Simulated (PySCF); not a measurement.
**Li: ionisation energy**

Li [He] 2s1 (2S) → Li⁺ 1s2 (1S), as a difference of total energies. All numbers are calculated (PySCF 2.14, no relativity, point nucleus, in def2-TZVPPD (5s4p1d, 22 functions)). Correlated levels: valence and next inner shell: nothing frozen. The calculations carry no spin-orbit coupling.

```
                                method  ionisation energy (eV)
                                   UHF                   5.342
                                   LDA                   5.471
                                   PBE                   5.586
                                  PBE0                   5.569
                                r2SCAN                   5.387
                                  PW91                   5.617
                                PBEsol                   5.470
                                  BP86                   5.562
SCS-MP2 (valence and next inner shell)                   5.366
```

**Question.** Estimate what MP2 (valence and next inner shell) gives.

**Answer.** 5.369 eV, closest to SCS-MP2 (valence and next inner shell) among the rows shown.

**Question.** Estimate what LC-wPBE gives.

**Answer.** 5.578 eV, closest to PBE among the rows shown.

Errors of the correlated levels include the incompleteness of this basis.

For comparison: 5.392 eV (measured; NIST Atomic Spectra Database, ionization energies).
